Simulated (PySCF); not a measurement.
**Sulfur: a sound run and one with changed settings**

Sound run: S [Ne] 3s2 3p4, S⁺ [Ne] 3s2 3p3. Calculation: PySCF 2.14, in cc-pV(D+d)Z (4s3p2d, 23 functions); no relativity, point nucleus. In the sound run the correlated levels freeze [Ne]. The sound run starts from symmetry-adapted Hartree-Fock orbitals and uses a fine grid where one is needed.

A second run was set up differently.

```tsv
species	method	sound run (hartree)	changed run (hartree)	converged
S	UHF	-397.49702	-397.49702	yes
S	M06-2X	-398.08317	-398.08317	yes
S	M06-L	-398.10188	-398.10188	yes
S	MP2	-397.58253	-397.55693	yes
S	CCSD(T)	-397.60412	-397.60412	yes
S⁺	UHF	-397.15881	-397.15881	yes
S⁺	M06-2X	-397.70166	-397.70166	yes
S⁺	M06-L	-397.72022	-397.72022	yes
S⁺	MP2	-397.22873	-397.20716	yes
S⁺	CCSD(T)	-397.24984	-397.24984	yes
```

Ionisation energy of S:

```csv
method,sound run (eV),changed run (eV)
UHF,9.203,9.203
M06-2X,10.381,10.381
M06-L,10.385,10.385
MP2,9.627,9.518
SCS-MP2,9.659,9.544
CCSD,9.633,9.633
CCSD(T),9.641,9.641
```

(1) What was changed?
A. too few SCF iterations
B. level shift left on
C. a valence shell is frozen
D. radial grid too coarse

## Answers

(1) B. It used initial guess 1e, at most 50 SCF cycles, level shift 0.5 hartree. A level shift leaves the converged SCF energy unchanged but raises the virtual orbital energies, which shrinks MP2 if it is not removed.
